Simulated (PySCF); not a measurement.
# Frontier levels across methods

Compound: C4H9Cl.
Atom-mapped SMILES: `[CH3:1][CH2:2][CH2:3][CH2:4][Cl:5]` (hydrogens: H6, H7, H8 on C1; H9, H10 on C2; H11, H12 on C3; H13, H14 on C4)

Geometry (PBE0-D3(BJ)/def2-SVP, Å), atoms numbered from 1 in this order:
```
atom  x, y, z in Å
C1    -1.9581   -0.0762   -0.2994
C2    -0.4793   -0.0466   -0.6519
C3     0.4204    0.0404    0.5752
C4     1.8891    0.0694    0.2129
Cl5    2.9285    0.1799    1.6656
H6    -2.1983   -0.9412    0.3391
H7    -2.5870   -0.1414   -1.1997
H8    -2.2550    0.8309    0.2507
H9    -0.2188   -0.9485   -1.2336
H10   -0.2735    0.8101   -1.3177
H11    0.2330   -0.8170    1.2435
H12    0.1782    0.9447    1.1586
H13    2.1318    0.9363   -0.4185
H14    2.1902   -0.8406   -0.3259
```

Basis pcSseg-1 throughout (PySCF), one geometry. Isolated species at its PBE0-D3(BJ)/def2-SVP geometry (one conformer only).

Task: How do the orbital energies, the gap and the dipole change with the method?

Result: 
| method | kind | HOMO (eV) | LUMO (eV) | gap (eV) | μ (D) | SCF cycles |
| --- | --- | --- | --- | --- | --- | --- |
| BLYP | GGA | -6.71 | -0.02 | 6.68 | 2.18 | 14 |
| PBE | GGA | -6.87 | -0.13 | 6.73 | 2.22 | 14 |
| B97-D | GGA | -6.88 | -0.03 | 6.85 | 2.25 | 13 |
| OPBE | GGA | -6.88 | 0.03 | 6.91 | 2.26 | 13 |
| LDA | LDA | -6.97 | -0.36 | 6.61 | 2.27 | 14 |
| KT2 | GGA | -6.98 | -0.26 | 6.72 | 2.26 | 13 |
| BP86 | GGA | -6.98 | -0.21 | 6.78 | 2.26 | 14 |
| KT3 | GGA | -7.00 | -0.20 | 6.80 | 2.22 | 13 |
| B3LYP | global hybrid | -8.04 | 0.62 | 8.65 | 2.27 | 12 |
| B97-2 | global hybrid | -8.06 | 0.86 | 8.93 | 2.32 | 12 |
| PBE0 | global hybrid | -8.32 | 0.90 | 9.22 | 2.33 | 12 |
| mPW1PW91 | global hybrid | -8.35 | 0.91 | 9.26 | 2.34 | 12 |
| BHandHLYP | global hybrid | -9.60 | 1.78 | 11.38 | 2.38 | 12 |
| CAM-B3LYP | range-separated hybrid | -9.71 | 1.91 | 11.62 | 2.30 | 12 |
| wB97X-D | range-separated hybrid | -10.26 | 2.71 | 12.97 | 2.38 | 12 |
| LC-wPBE | range-separated hybrid | -11.17 | 3.24 | 14.41 | 2.36 | 13 |
| HF | Hartree–Fock | -11.65 | 4.03 | 15.69 | 2.54 | 10 |

The HOMO spans 4.94 eV, from BLYP down to HF, and the gap runs from 6.61 eV (LDA) to 15.69 eV (HF). Over the methods BLYP (0 %), PBE (0 %), B97-D (0 %), OPBE (0 %), LDA (0 %), KT2 (0 %), BP86 (0 %), KT3 (0 %), B3LYP (20 %), B97-2 (21 %), PBE0 (25 %), mPW1PW91 (25 %), BHandHLYP (50 %), HF (100 %), a straight line through the gap against the share of exact exchange rises by 0.90 eV for each 10 % (correlation coefficient 0.999). The dipole ranges from 2.18 D (BLYP) to 2.54 D (HF). This basis has no diffuse functions.
